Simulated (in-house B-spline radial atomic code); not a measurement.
Results of a calculation; reference values are marked as such.
B ion on O atom: potential, deflection and energy transfer

The pair potential comes from two frozen, spherical free-atom densities (PBE, B-spline radial code, scalar-relativistic past argon): electrostatics plus the change in Thomas-Fermi kinetic and Dirac exchange energy where they overlap, the recipe behind the universal ZBL potential, which averages such potentials (from solid-state densities) over many pairs. It is written V = (Z1 Z2 e²/r) φ(r/a), with e² = 14.3996 eV·Å and a = 0.46850 Å/(Z1^0.23 + Z2^0.23); ZBL's fit is φ = 0.18175 e^(−3.1998x) + 0.50986 e^(−0.94229x) + 0.28022 e^(−0.4029x) + 0.02817 e^(−0.20162x). Where φ falls below 4e-4 it is continued as an exponential.

Masses 10.81 and 16.0 u.

```
x = r/a  φ, this pair    φ, ZBL
    0.1        0.9135    0.8928
   0.25        0.7991    0.7647
    0.5        0.6542    0.6096
      1        0.4661    0.4164
    1.5        0.3445    0.2995
      2        0.2622    0.2218
      3        0.1601    0.1292
      4       0.09831   0.08026
      5       0.06041   0.05224
    6.5       0.03112   0.02914
      8       0.01792   0.01705
     10      0.009365  0.008778
     12      0.004814   0.00474
   14.5      0.001897  0.002328
     17     0.0006386  0.001212
```

At x = 5 the electrostatic, kinetic and exchange parts are -5.6, 63.45 and -12.38 eV. Find r, V and φ.

a = 0.46850/(1.4480 + 1.6133) = 0.15304 Å, so r = 0.76521 Å. V = -5.6 + 63.45 + (-12.38) = 45.47 eV. The bare repulsion is 5 × 8 × 14.3996/0.76521 = 752.72 eV, so φ = 0.0604, +15.6 % against ZBL's 0.0522. The kinetic (Pauli) term is 140 % of V here, as the other two terms together attract.

The ion comes in at 0.6306 keV with impact parameter 0.7652 Å. The scattering integral gives a centre-of-mass angle of 12.58° and a closest approach of 5.273 a. What are the reduced energy, the energy passed on and the laboratory angles?

ε = E a M2/(Z1 Z2 e² (M1 + M2)) = 630.6 × 1.5857e-04 = 0.1. The most that one collision can pass on is γE with γ = 4 M1 M2/(M1 + M2)² = 0.9625. Here T = γE sin²(θ/2) = 0.9625 × 630.6 × 0.01201 = 7.291 eV. The ion turns by arctan(sin θ/(cos θ + M1/M2)) = 7.5°, and the struck atom leaves at (180° − θ)/2 = 83.7°. The closest approach is 0.807 Å. With ZBL the angle would be 10.78° and T = 5.359 eV.
